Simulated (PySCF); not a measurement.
**CH2N (SMILES C=[N]) at UCISD/STO-3G**

Aim: the vertical doublet–quartet gap of CH2N at UCISD/STO-3G, from 2 runs. Input form: a Python script.

Program for the calculation: PySCF 2.14.0.

12 further runs of the same task are left out: 3 that didn't finish, 9 set aside as unsound or not needed.

## Step 1: Starting point

The species is CH2N (4 atoms), meant as a doublet with charge 0. As SMILES, `C=[N]`. The shape is that of a PBE0-D4/def2-TZVP optimisation.

Bond lengths: C1–N2 1.237 Å, C1–H3 1.099 Å, C1–H4 1.099 Å. Angles: N2–C1–H3 121.4°, N2–C1–H4 121.4°, H3–C1–H4 117.1°.

## Step 2: A single-point energy at UCISD/STO-3G

The input, run.py:

```python
from pyscf import gto, ci

system = gto.M(
    atom='''
C     -0.013600    -0.011010    -0.014470
N      0.727340     0.588370     0.773760
H     -0.870960     0.487800    -0.486820
H      0.157230    -1.065160    -0.272460
''',
    verbose=3,
    basis='sto-3g',
    spin=1,
    max_memory=1860,
)

hf = system.UHF()
hf.conv_tol = 1e-10
hf.kernel()
if not hf.converged:
    hf = hf.newton().run(hf.mo_coeff, hf.mo_occ)

cisd = ci.CISD(hf, frozen=2)
cisd.kernel()
energy = cisd.e_tot
print('Final energy', energy)
```

On the command line:

```
$ OMP_NUM_THREADS=1 python run.py
```

Output:

```text
converged SCF energy = -92.2447243264397  <S^2> = 1.0597516  2S+1 = 2.2888876
E(UCISD) = -92.35534929187008  E_corr = -0.1106249654304003
Final energy -92.35534929187008
```

It took 0.5 s on 1 thread of AMD EPYC 9R45 (Zen 5), shared host; peak memory 0.12 GiB.

## Step 3: The quartet, same level

The input, input.py:

```python
from pyscf import gto, scf, ci

system = gto.M(
    atom='''
C     -0.025700    -0.020806    -0.027344
N      1.374473     1.111858     1.462194
H     -1.645876     0.921808    -0.919956
H      0.297122    -2.012861    -0.514875
''',
    charge=0,
    max_memory=1860,
    spin=3,
    basis='sto-3g',
    verbose=4,
    unit='bohr',
)

mf = scf.UHF(system)
mf.conv_tol = 1e-10
mf.kernel()
if not mf.converged:
    mf = mf.newton().run(mf.mo_coeff, mf.mo_occ)

cisd = ci.CISD(mf, frozen=2)
cisd.kernel()
e_final = cisd.e_tot
print(f'total energy: {e_final:.8f} hartree')
```

On the command line:

```
$ OMP_NUM_THREADS=1 python input.py
```

Output:

```text
PySCF version 2.14.0

[INPUT] num. atoms = 4
[INPUT] num. electrons = 15
[INPUT] charge = 0
[INPUT] spin (= nelec alpha-beta = 2S) = 3
[INPUT] symmetry False subgroup None
[INPUT] Mole.unit = bohr
[INPUT] Symbol           X                Y                Z      unit          X                Y                Z       unit  Magmom
[INPUT]  1 C     -0.013599854321  -0.011010061050  -0.014469821655 AA   -0.025700000000  -0.020806000000  -0.027344000000 Bohr   0.0
[INPUT]  2 N      0.727339788625   0.588369915379   0.773759742744 AA    1.374473000000   1.111858000000   1.462194000000 Bohr   0.0
[INPUT]  3 H     -0.870960071200   0.487799786444  -0.486819750249 AA   -1.645876000000   0.921808000000  -0.919956000000 Bohr   0.0
[INPUT]  4 H      0.157230191263  -1.065160169950  -0.272460116472 AA    0.297122000000  -2.012861000000  -0.514875000000 Bohr   0.0

nuclear repulsion = 27.6681773504876
number of shells = 8
number of NR pGTOs = 36
number of NR cGTOs = 12
basis = sto-3g
ecp = {}

******** <class 'pyscf.scf.uhf.UHF'> ********
method = UHF
initial guess = minao
damping factor = 0
level_shift factor = 0
DIIS = <class 'pyscf.scf.diis.CDIIS'>
diis_start_cycle = 1
diis_space = 8
diis_damp = 0
SCF conv_tol = 1e-10
SCF conv_tol_grad = None
SCF max_cycles = 50
direct_scf = True
direct_scf_tol = 1e-13
number electrons alpha = 9  beta = 6
Set gradient conv threshold to 1e-05
init E= -92.2790801511174
[... the frontier-level lines of each cycle are left out ...]


cycle= 1 E= -92.0418878655734  delta_E= 0.237  |g|= 0.182  |ddm|= 2.08
cycle= 2 E= -92.0774199455167  delta_E= -0.0355  |g|= 0.0607  |ddm|= 0.264
cycle= 3 E= -92.0824505269088  delta_E= -0.00503  |g|= 0.021  |ddm|= 0.116
cycle= 4 E= -92.0832312461278  delta_E= -0.000781  |g|= 0.00795  |ddm|= 0.0529
cycle= 5 E= -92.0833517965027  delta_E= -0.000121  |g|= 0.00313  |ddm|= 0.0222
cycle= 6 E= -92.0833719594679  delta_E= -2.02e-05  |g|= 0.000438  |ddm|= 0.0128
cycle= 7 E= -92.0833722048221  delta_E= -2.45e-07  |g|= 6.5e-05  |ddm|= 0.00115
cycle= 8 E= -92.0833722098635  delta_E= -5.04e-09  |g|= 1.45e-05  |ddm|= 0.000191
cycle= 9 E= -92.0833722101205  delta_E= -2.57e-10  |g|= 2.65e-06  |ddm|= 4.79e-05
cycle= 10 E= -92.0833722101287  delta_E= -8.21e-12  |g|= 3.64e-07  |ddm|= 7.55e-06
Extra cycle  E= -92.0833722101288  delta_E= -1.42e-13  |g|= 1.34e-07  |ddm|= 5.43e-07
converged SCF energy = -92.0833722101288  <S^2> = 3.7588894  2S+1 = 4.0044422

******** <class 'pyscf.ci.ucisd.UCISD'> ********
CISD nocc = (np.int64(7), np.int64(4)), nmo = (10, 10)
frozen orbitals 2
max_cycle = 50
direct = 0
conv_tol = 1e-09
max_cycle = 50
max_space = 12
lindep = 0
nroots = 1
Init t2, MP2 energy = -0.0418464724600286
UCISD converged
E(UCISD) = -92.14548929179732  E_corr = -0.06211708166848972
total energy: -92.14548929 hartree
```

Run time: 0.46 s. Hardware: 1 thread of AMD EPYC 9R45 (Zen 5), shared host; peak memory 0.1 GiB.

## Step 4: Results

Level: UCISD/STO-3G, 2 core orbitals frozen.

| quantity | value |
| --- | --- |
| doublet: total energy | -92.35535 Eh |
| doublet: dipole moment (Hartree–Fock density) | 1.79 D |
| doublet: HOMO energy (Hartree–Fock orbitals) (highest over α and β) | -10.61 eV |
| doublet: LUMO energy (Hartree–Fock orbitals) (lowest over α and β) | 7.77 eV |
| doublet: correlation energy (2 core orbitals frozen) | -110.6 mEh |
| doublet: ⟨S²⟩ of the reference determinant | 1.060 |
| quartet: total energy | -92.14549 Eh |
| quartet: dipole moment (Hartree–Fock density) | 1.64 D |
| quartet: HOMO energy (Hartree–Fock orbitals) (highest over α and β) | -6.81 eV |
| quartet: LUMO energy (Hartree–Fock orbitals) (lowest over α and β) | 3.92 eV |
| quartet: correlation energy (2 core orbitals frozen) | -62.1 mEh |
| quartet: ⟨S²⟩ of the reference determinant | 3.759 |
| vertical energy of the quartet above the doublet | 5.711 eV |

**Reading.** At this shape the quartet lies 5.71 eV (132 kcal/mol) above the doublet. In a minimal basis such a difference can be off by several eV, whatever the method. ⟨S²⟩ (doublet) is 1.06 where a pure doublet has 0.75: the reference is spin-contaminated. Mulliken charges (doublet) of the mean-field density run from -0.12 on N2 to +0.09 on H3. Mulliken charges (quartet) of the mean-field density run from -0.11 on N2 to +0.08 on H3; they depend strongly on the basis.
